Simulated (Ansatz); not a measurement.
**SiSF+ (triplet): wave-function methods side by side, cc-pVDZ**

One table from this session's results is given with a row withheld; the runs are named, their logs left out.

Computed with Ansatz 0.2.0, Gaussian basis. Level: cc-pVDZ, core rule «outside noble gas», up to 11 orbitals frozen.

The runs, in order: UHF; CCSD(T) on ROHF; CCSD(T) on UHF; BCCD(T) on ROHF; CISD; CCSDT(Q) on ROHF; CCSDT(Q) on UHF.

32 further runs of the same task are left out: 13 for a known fault of the program, 7 that didn't finish, 12 set aside as unsound or not needed.

**The system**

The geometry is a PBE0/def2-TZVP stationary point (not a proven minimum) of the parent state, kept for this charge and spin.

3 atoms, charge 1, spin multiplicity 3.

Atoms are counted from 1 here; the program's logs count them from 0.

Bond lengths: F1–Si3 1.592 Å, S2–Si3 1.947 Å. Angles: F1–Si3–S2 126.3°.

Geometry (Å):

```
F     0.00000    0.42277    1.74282
S     0.00000    0.16692   -1.40872
Si    0.00000   -0.47655    0.42939
```

Set-up of the first run:

Contents of in.yaml:

```yaml
crystal:
  periodic: [false, false, false]
  atoms:
    - {symbol: F, position_ang: [0.000000, 0.422766, 1.742822]}
    - {symbol: S, position_ang: [0.000000, 0.166918, -1.408718]}
    - {symbol: Si, position_ang: [0.000000, -0.476548, 0.429393]}
basis:
  gaussian: {orbitals: cc-pVDZ}
total_charge: 1
magnetization: {spin_polarized: true, initial_magnetization: 2}
hamiltonian: {xc: hf}
output: {orbitals: {seedname: orbitals}}
```

Launch:

```sh
ansatz run in.yaml --threads 1 --pin off --events-out ev --progress --plain --max-ram 2393MiB
```

Among the steps run: UHF; CCSD(T) on ROHF; CCSD(T) on UHF; BCCD(T) on ROHF; CISD; CCSDT(Q) on ROHF; CCSDT(Q) on UHF.

One of the session's tables, all rows but one given; the rest of the session is left out.

| method | from UCCSDT(Q) (meV) |
| --- | --- |
| ROHF | +10595.5 |
| UHF | +10445.8 |
| RMP2 | +967.6 |
| UMP2 | +977.6 |
| CISD | +1321.9 |
| RCCSD | +348.1 |
| UCCSD | +344.4 |
| RCCSD(T) | +66.0 |
| UCCSD(T) | +66.2 |
| BCCD(T) | ? |
| RCCSDT | +29.2 |
| UCCSDT | +28.6 |
| RCCSDT(Q) | +6.2 |
| UCCSDT(Q) | 0 |

**Question.** Estimate the row for BCCD(T).

The run gave: from UCCSDT(Q) (meV): +60.6. In the column «from UCCSDT(Q) (meV)» it lies between RCCSDT (+29.2) and RCCSD(T) (+66.0).

Caveats from the session: Restricted and unrestricted rows rest on different reference determinants; where their highest levels disagree by more than a few hundredths of an eV, they describe different states and don't form one ladder.
